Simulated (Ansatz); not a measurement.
**Relaxing CsHS**

These are results of Ansatz, DFT PBEsol, scalar-relativistic, plane waves, PAW, not measurements. Cutoff 420 eV, Γ-centred k mesh, Gaussian smearing, no spin polarisation in the final step.

This is the end of a relaxation of cell and atoms.

```yaml
crystal:
  lattice:
    - [3.61358, 0.00000, 0.00000]
    - [0.00000, 3.61358, 0.00000]
    - [0.00000, 0.00000, 10.41896]
  atoms:
    - { symbol: Cs, position: [0.50000, 0.00000, 0.30215] }
    - { symbol: Cs, position: [0.00000, 0.50000, 0.69785] }
    - { symbol: H, position: [0.50000, 0.00000, 0.58572] }
    - { symbol: H, position: [0.00000, 0.50000, 0.41428] }
    - { symbol: S, position: [0.00000, 0.00000, 0.00000] }
    - { symbol: S, position: [0.50000, 0.50000, 0.00000] }
```

Formation energies are uncorrected and refer to the elements' standard structures at the same level (H₂ as a molecule).

What space group does it have?

P4/nmm (No. 129). Conventional cell: a = 3.614 Å, c = 10.419 Å. Cs is coordinated by 5 H at 2.81–2.95 Å, 4 Cs at 3.61 Å and 4 S at 3.63 Å; around H lie 5 Cs at 2.81–2.95 Å, 4 H at 3.12 Å and 4 H at 3.61 Å; around S lie 4 S at 2.56 Å.

What is its formation energy per atom?

0.04 eV/atom.

Is it a metal?

Yes, bands cross the Fermi level on the 10×10×4 mesh.

The final run used a 10×10×4 mesh on its 6-atom cell and 0.10 eV smearing. The k mesh leaves about 4 meV/atom of noise in metals. The cell came from a trial start, so CsHS may not exist in this structure.

Cost: 4 runs of about 2.9 core-minutes in all, on Arm Neoverse V1 (shared hosts).